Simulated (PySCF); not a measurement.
# Constants of NaP, step by step

State: ³Σ⁻, triplet, unpaired electrons π ↑↑. De refers to Na + P. ROHF-based CCSD(T) in PySCF 2.14 with Na cc-pCVDZ, P aug-cc-pV(D+d)Z and Na cc-pCVTZ, P aug-cc-pV(T+d)Z (frozen core orbitals: 6; no relativity). Correlation energies are extrapolated as n⁻³ (n = 2, 3), Hartree–Fock as (n+1)·exp(−9√n). CV is the change on freezing 2 orbitals instead, in Na cc-pCVTZ, P cc-pwCVTZ. SR is the spin-free X2C energy in Na cc-pCVTZ-DK, P cc-pVTZ-DK less the non-relativistic one in Na cc-pCVTZ, P cc-pVTZ.

| Level | Re (Å) | ωe (cm⁻¹) | ωexe (cm⁻¹) | αe (cm⁻¹) | De (eV) |
| --- | --- | --- | --- | --- | --- |
| CCSD(T)/DZ | 2.7215 | 256.6 | 1.40 | 0.00141 | 0.980 |
| CCSD(T)/TZ | 2.6760 | 276.8 | 1.36 | 0.00130 | 1.222 |
| HF/CBS | 2.6813 | 288.6 | 1.14 | 0.00115 | 0.169 |
| MP2/CBS | 2.6526 | 290.0 | 1.18 | 0.00119 | 1.185 |
| CCSD/CBS | 2.6573 | 286.9 | 1.27 | 0.00124 | 1.231 |
| CCSD(T)/CBS | 2.6601 | 283.8 | 1.32 | 0.00127 | 1.318 |
| CCSD(T)/CBS+CV | 2.6572 | 284.3 | 1.32 | 0.00127 | 1.319 |
| CCSD(T)/CBS+CV+SR | 2.6561 | 283.9 | 1.32 | 0.00128 | 1.312 |

**Question.** How much is left between CCSD(T)/TZ and the basis-set limit, and how much do the triples give at the limit?

**Answer.** CCSD(T)/CBS less CCSD(T)/TZ: -15.9 mÅ in Re, +7.0 cm⁻¹ in ωe and +0.096 eV in De. CCSD(T)/CBS less CCSD/CBS: +2.8 mÅ in Re, -3.1 cm⁻¹ in ωe and +0.087 eV in De.

**Question.** What do the later terms add?

**Answer.** CV: -2.9 mÅ in Re, +0.5 cm⁻¹ in ωe and +0.001 eV in De; SR: -1.1 mÅ in Re, -0.4 cm⁻¹ in ωe and -0.007 eV in De, each against the row above.

The T1 diagnostic is 0.025. The state was picked by a PBE0 search and need not be the measured ground state. Spin–orbit coupling, excitations beyond (T) and corrections to the Born–Oppenheimer picture are left out.

The whole job (state search and all basis sets along the bond) took about 47 min on 4 threads of Arm Neoverse V1 (shared host), peak memory 11 GiB.
